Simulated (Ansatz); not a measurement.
CH$_{3}$BS, SMILES `BC=S`, relaxed with RKS PBE0-D4/def2-TZVP in Ansatz from a PBE-D4/def2-SVP geometry. The force threshold is 0.005 eV/Å; the program also tests the step.

Charge 0, multiplicity 1.

Start:

```xyz
6

B     0.414    0.204    0.554
C    -0.686   -0.084   -0.472
S     0.443   -0.898   -1.353
H     0.546   -0.533    1.515
H     1.035    1.252    0.490
H    -1.751    0.058   -0.733
```

Task: How much energy does the relaxation release, and in how many steps? (Estimate.)

Result: Ansatz gave: 3.27 kJ/mol, in 7 steps.

Task: Which bonds change most? (An estimate is asked.)

Result: Ansatz gave: B1–S3 from 2.203 to 2.172 Å; C2–S3 from 1.647 to 1.620 Å; B1–H5 from 1.219 to 1.196 Å; B1–H4 from 1.219 to 1.196 Å.

Task: Give the relaxed structure. (An estimate is asked.)

Result: Computed: 
```xyz
6

B     0.414    0.204    0.552
C    -0.682   -0.083   -0.469
S     0.435   -0.882   -1.329
H     0.539   -0.527    1.491
H     1.021    1.232    0.481
H    -1.728    0.055   -0.727
```
